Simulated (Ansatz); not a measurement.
# H5NS: the cost of one run

Computed with Ansatz 0.2.0, Gaussian basis. Level: RKS PBE-D4/def2-SVP.

Levels: PBE-D4, revPBE-D4, BLYP-D4, r2SCAN-D4, B97M-V, PBE0-D4, B3LYP-D4, HSE06-D4, wB97X-V, wB97M-V, B2PLYP, Hartree-Fock, MP2, CCSD, CCSD(T). The reference is CCSD(T) extrapolated to the basis limit.

Cores are frozen in the correlated methods. B3LYP uses VWN-RPA correlation. B2PLYP carries no dispersion term here.

176 further runs of the same task are left out: 176 set aside as unsound or not needed.

### Step 1. The system as given

The pair, from a GFN2-xTB docking trial: 7 atoms, charge 0, spin multiplicity 1.

Atoms are counted from 1 here; the program's logs count them from 0.

Bond lengths: N1–H2 1.014 Å, N1–H3 1.014 Å, N1–H4 1.014 Å, S5–H6 1.326 Å, S5–H7 1.352 Å. Angles: H2–N1–H3 107.8°, H2–N1–H4 108.3°, H3–N1–H4 107.9°, H6–S5–H7 91.9°.

As a file:

```csv
atom,x (Å),y (Å),z (Å)
N1,-0.08010,0.04700,-1.04520
H2,0.46070,0.84370,-1.36350
H3,0.37800,-0.79300,-1.37980
H4,-0.99790,0.09400,-1.47340
S5,-0.21880,0.29800,2.16010
H6,0.67010,-0.67740,2.28930
H7,-0.21190,0.18770,0.81250
```

Atoms 1 to 4 are fragment A (NH₃), the rest fragment B (H₂S).

### Step 2. A first relaxation in a small basis

File pre/in.yaml:

```yaml
crystal:
  periodic: [false, false, false]
  atoms:
    - {symbol: N, position_ang: [-0.080100, 0.047000, -1.045200]}
    - {symbol: H, position_ang: [0.460700, 0.843700, -1.363500]}
    - {symbol: H, position_ang: [0.378000, -0.793000, -1.379800]}
    - {symbol: H, position_ang: [-0.997900, 0.094000, -1.473400]}
    - {symbol: S, position_ang: [-0.218800, 0.298000, 2.160100]}
    - {symbol: H, position_ang: [0.670100, -0.677400, 2.289300]}
    - {symbol: H, position_ang: [-0.211900, 0.187700, 0.812500]}
basis:
  gaussian: {orbitals: def2-SVP}
hamiltonian: {xc: pbe, dispersion: d4}
relax: {f_tol: 0.03, max_steps: 250}
```

The run is started by

```
> ansatz run in.yaml --threads 2 --pin off --events-out ev --progress --plain --max-ram 5222MiB
```

**Question.** How long does this run take on 2 threads of Arm Neoverse V2, shared host?

About 2.7 s.
